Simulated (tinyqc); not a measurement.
Starting guesses with plain Roothaan steps: SCF starting guesses in the sto-6g basis, for H2F+, spin multiplicity 1. Computed by the program tinyqc with PySCF. RHF with one setting changed at a time; a run stops when the energy changes by less than 1e-09 hartree and the error matrix is below 1e-5. Starts: the lowest orbitals of the core Hamiltonian, of the Wolfsberg-Helmholz matrix (K = 1.75), projected atomic densities, random orbitals, and the highest orbitals of the core Hamiltonian (a deliberately bad start).

Geometry (angstrom):
```
atom       x        y       z
F     0.0000   0.0000  0.0000
H     0.0000   1.0260  0.5400
H     0.0000  -1.0260  0.5400
```

lowest restricted solution found by these runs and by PySCF = -99.730248 hartree

Largest element of the error matrix X^T (FDS - SDF) X:
```
iteration     core  Wolfsberg-Helmholz  atomic densities   random  highest core orbitals
1          4.7e-01             5.1e-01           7.9e-01  1.7e+01                3.0e-01
2          3.7e-02             1.1e-01           3.1e-01  4.8e-01                4.8e-01
3          1.3e-02             3.0e-02           3.7e-02  4.8e-02                4.3e-02
4          5.3e-03             7.8e-03           7.9e-03  1.7e-02                1.2e-02
5          2.3e-03             2.1e-03           1.4e-03  9.2e-03                4.7e-03
6          1.2e-03             1.0e-03           3.8e-04  4.8e-03                1.9e-03
8          3.1e-04             2.6e-04           5.2e-05  1.3e-03                5.0e-04
10         7.7e-05             6.6e-05           1.3e-05  3.5e-04                1.3e-04
14         4.8e-06                   -                 -  2.5e-05                8.0e-06
```

How each run ends:
```
run                    iterations  E (hartree)         state
core                           14    -99.73025  lowest found
Wolfsberg-Helmholz             13    -99.73025  lowest found
atomic densities               11    -99.73025  lowest found
random                         16    -99.73025  lowest found
highest core orbitals          14    -99.73025  lowest found
```

What does the comparison show, and why?

5 of 5 runs reach the lowest restricted solution found, in 11 to 16 iterations (fastest: atomic densities). The first errors are 5e-01, 5e-01, 8e-01, 2e+01, 3e-01; the deliberately bad start has the smallest one, so a small first error does not mark a good start.
